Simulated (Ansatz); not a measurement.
## Basis-set limit of CNO, doublet

```xyz
3

O     1.0304   -2.1077   -1.2918
C     0.5663   -1.5224   -0.3850
N     0.0823   -0.9119    0.5610
```

Connectivity, by distances: O–C–N.

Ansatz 0.2.0, UHF determinant, valence electrons correlated. Energies in eV.

```
       set  X  functions  Hartree–Fock  MP2 correlation  CCSD(T) correlation                                                                                                              time
def2-TZVPP  3         93    -4549.6816         -14.1025             -15.1970  24 s on 1 × NVIDIA H100 80GB HBM3 with 2 threads of AMD EPYC 7R13 Processor (Zen 3), with other jobs on the host
def2-QZVPP  4        171    -4549.8683         -15.1663             -16.1862  29 s on 1 × NVIDIA H100 80GB HBM3 with 2 threads of AMD EPYC 7R13 Processor (Zen 3), with other jobs on the host
```

Hartree–Fock is taken to follow E(X) = E∞ + A·exp(−7.88·√X), correlation E(X) = E∞ + B·X^−2.97.

Task: Work out the CCSD(T) energy at the limit, and how far the shortcut misses it that extrapolates MP2 and adds CCSD(T) minus MP2 from the smaller set.

Result: Hartree–Fock: E∞ = E4 + 0.1377·(E4 − E3) = -4549.8940. Correlation: E∞ = E4 + 0.7407·(E4 − E3) = -16.9190 for CCSD(T) and -15.9543 for MP2. The limit is -4566.8130 eV, 0.758 eV below def2-QZVPP. The shortcut gives a correlation energy of -15.9543 + (-1.0945) = -17.0488, 130 meV lower than the direct value.
